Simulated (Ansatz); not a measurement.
`C[Si]N` + HCl → `C[Si]Cl` + NH₃ at 700 K and 1 bar (ligand exchange at the Si–N bond).

Calculated with Ansatz (gas phase, PBE0-D4/def2-TZVP geometries, no zero-point term in ΔE). CCSD(T)/CBS adds triple-zeta CCSD(T) − MP2 to the extrapolated MP2 energy (def2 sets, frozen cores). This one scheme is used for every species. One conformer a species, not always the lowest.

| species | CCSD(T)/CBS energy (Eh) | H − E (kJ/mol) | S (J/(mol·K)) |
| --- | --- | --- | --- |
| `C[Si]N` | -384.84019 | 219.5 | 379.6 |
| HCl | -460.38127 | 38.4 | 211.8 |
| `C[Si]Cl` | -788.72093 | 144.7 | 366.5 |
| NH₃ | -56.50880 | 116.9 | 226.5 |

H − E and S are ideal-gas, rigid-rotor, harmonic terms from PBE0-D4/def2-TZVP, for one conformer and one mirror image of each species. 1 Eh = 2625.50 kJ/mol, R = 8.31446 J/(mol·K).

By hand: ΔE, ΔH, ΔS and ΔG.

ΔE = (-788.72093) + (-56.50880) − (-384.84019) − (-460.38127) = -0.00827 Eh = -21.7 kJ/mol. Δ(H − E) = 144.7 + 116.9 − 219.5 − 38.4 = 3.7, so ΔH = -18.0 kJ/mol. ΔS = 366.5 + 226.5 − 379.6 − 211.8 = 1.6 J/(mol·K). ΔG = -18.0 − 700 × (1.6)/1000 = -19.1 kJ/mol.

By hand: the equilibrium constant, and the temperature at which ΔG would vanish if ΔH and ΔS stayed fixed.

log₁₀ K = −ΔG/(RT ln 10) = 1.4. ΔH and −TΔS have one sign here, so there is no such temperature.

The number of gas molecules stays the same, so ΔS is small and ΔH decides. A doubt of 5 kJ/mol in ΔE shifts log₁₀ K by 0.4 here. Other conformers and mirror images would add mixing entropy, several J/(mol·K) or more a flexible species. Modes under 60 cm⁻¹, often nearly free rotors, make the harmonic entropy too high. These are equilibria of isolated gas molecules and say nothing of rates. Largest T1 diagnostic: 0.013 (customary marks: 0.02 for closed shells, 0.045 for open ones).

ΔS is within the doubt of such terms, so its sign, and with it that verdict, could turn.
